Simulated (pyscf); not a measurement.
Structures and frequencies: ωB97X-D3(BJ)/def2-SVP in PySCF. MP2 and CC: frozen core, UHF for open shells. ΔMP2 is the change of the MP2 total energy from the triple- to the quadruple-zeta basis.

### Question
For the elementary gas-phase step `[CH4]` + `[O]` [triplet] → `[CH3]` [doublet] + `[OH]` [doublet] (triplet surface; C–H broken, H–O formed), what barrier and reaction energy does CCSD(T)/def2-TZVPP + ΔMP2(QZVPP) give, measured from the separated reactants?

### Answer
ΔE‡ = 0.65 eV, ΔE = +0.27 eV. Zero-point energy shifts the barrier by -0.17 eV. It is a hydrogen abstraction, with an imaginary mode of 1592i cm⁻¹. CH₃• + OH• also meet on a surface of lower spin, which isn't treated here. This is the saddle that the search found; another between the same sides may lie lower. The angle at the transferred H is 179°. The CCSD(T) − MP2 part came from Ansatz, without density fitting, on the same reference. Left out: the spin-orbit lowering of OH, O.
